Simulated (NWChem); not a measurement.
System: SiH2, singlet; SMILES [SiH2]

```xyz
3

Si     0.0000     0.0000     0.1809
H      1.0934     0.0000    -0.8898
H     -1.0934     0.0000    -0.8898
```
Atoms are numbered in this order, from 1.

Level: B3LYP/6-31G* (spherical d) (NWChem), optimised geometry, unscaled harmonic frequencies. Low-valent species are run as closed-shell singlets; no triplet was tried in these runs.

Task: List the harmonic frequencies with IR intensities, and the thermochemistry.

Result: 
```csv
frequency (cm⁻¹),IR intensity (km/mol)
1040,95.6
2049,306.8
2053,346.8
```

```
Property                                                                           Result
-----------------------------------------------------------------------  ----------------
zero-point energy                                                            7.3 kcal/mol
thermal correction to the enthalpy at 298.15 K (with zero-point energy)      9.7 kcal/mol
heat capacity Cv                                                          6.3 cal/(mol K)
entropy at 298.15 K and 1 atm (symmetry number 2)                        49.6 cal/(mol K)
dipole moment                                                                      0.43 D
```

Rigid rotor and harmonic oscillator.
